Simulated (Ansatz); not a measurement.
# The oxygen atom (triplet): wave-function methods side by side, aug-cc-pVDZ

Aim: climb from Hartree-Fock through coupled cluster and multireference methods for the oxygen atom (triplet) at one geometry and basis, and see what each rung misses.

Method: aug-cc-pVDZ, core rule «outside noble gas», up to 1 orbitals frozen; program: Ansatz 0.2.0, Gaussian basis.

The runs, in order: UHF; CCSD(T) on ROHF; CCSD(T) on UHF; BCCD(T) on ROHF; CISD; CCSDT(Q) on ROHF; CCSDT(Q) on UHF; CISDTQ; CCSDTQ on ROHF; CASSCF and MRCISD+Q, 6 electrons in 4 orbitals; CASSCF and MRCISD+Q(relaxed), 6 electrons in 4 orbitals; CASSCF and NEVPT4(SD), 6 electrons in 4 orbitals; CASSCF and NEVPT2, 6 electrons in 4 orbitals.

## 1. The atom

A free atom, in its lowest state of this spin that the program finds.

1 atom, charge 0, spin multiplicity 3.

## 2. UHF

Input file in.yaml:

```yaml
crystal:
  periodic: [false, false, false]
  atoms:
    - {symbol: O, position_ang: [0.000000, 0.000000, 0.000000]}
basis:
  gaussian: {orbitals: aug-cc-pVDZ}
magnetization: {spin_polarized: true, initial_magnetization: 2}
hamiltonian: {xc: hf}
output: {orbitals: {seedname: orbitals}}
```

Started as:

```console
ansatz run in.yaml --threads 1 --pin off --events-out ev --progress --plain --max-ram 2393MiB
```

Further steps of the session: CCSD(T) on ROHF; CCSD(T) on UHF; BCCD(T) on ROHF; CISD; CCSDT(Q) on ROHF; CCSDT(Q) on UHF; CISDTQ; CCSDTQ on ROHF; CASSCF and MRCISD+Q, 6 electrons in 4 orbitals; CASSCF and MRCISD+Q(relaxed), 6 electrons in 4 orbitals; CASSCF and NEVPT4(SD), 6 electrons in 4 orbitals; CASSCF and NEVPT2, 6 electrons in 4 orbitals.

Q: Predict the results of all the runs planned. Wanted: RCCSDTQ below the RHF energy; RMP2 from RCCSDTQ; UMP2 from RCCSDTQ; RCCSD from RCCSDTQ; RCCSD(T) from RCCSDTQ; UCCSD(T) from RCCSDTQ; RCCSDT(Q) from RCCSDTQ; UCCSDT(Q) from RCCSDTQ; NEVPT2 valence from RCCSDTQ.

**Answer**, as computed:

```
                         quantity                                                                                                                   value
     RCCSDTQ below the RHF energy                                                                                                              -3.6729 eV
                RMP2 from RCCSDTQ                                                                                                              +522.7 meV
                UMP2 from RCCSDTQ                                                                                                              +516.2 meV
               RCCSD from RCCSDTQ                                                                                                               +59.9 meV
            RCCSD(T) from RCCSDTQ                                                                                                                +9.3 meV
            UCCSD(T) from RCCSDTQ                                                                                                                +7.7 meV
           RCCSDT(Q) from RCCSDTQ                                                                                                                +0.3 meV
           UCCSDT(Q) from RCCSDTQ                                                                                                                -1.3 meV
      NEVPT2 valence from RCCSDTQ                                                                                                              +777.3 meV
  NEVPT4(SD) valence from RCCSDTQ                                                                                                               +62.1 meV
    MRCISD+Q valence from RCCSDTQ                                                                                                                -6.3 meV
levels within 1 kcal/mol (43 meV)  RCCSD(T), UCCSD(T), BCCD(T), RCCSDT, UCCSDT, CISDTQ, RCCSDT(Q), UCCSDT(Q), MRCISD+Q valence, MRCISD+Q(relaxed) valence
                    T1 diagnostic                                                                                                                   0.018
   effectively unpaired electrons                                                                                                                    2.00
```

**Reading.** RCCSD(T) misses by +9.3 meV, 0.3 % of the correlation energy. One determinant dominates. Of the multireference levels listed MRCISD+Q valence comes nearest in total energy (-6.3 meV), which doesn't show that its space is the better one. These misses are within one basis, not against nature; the frozen cores of restricted and unrestricted runs differ, which can shift their rows.
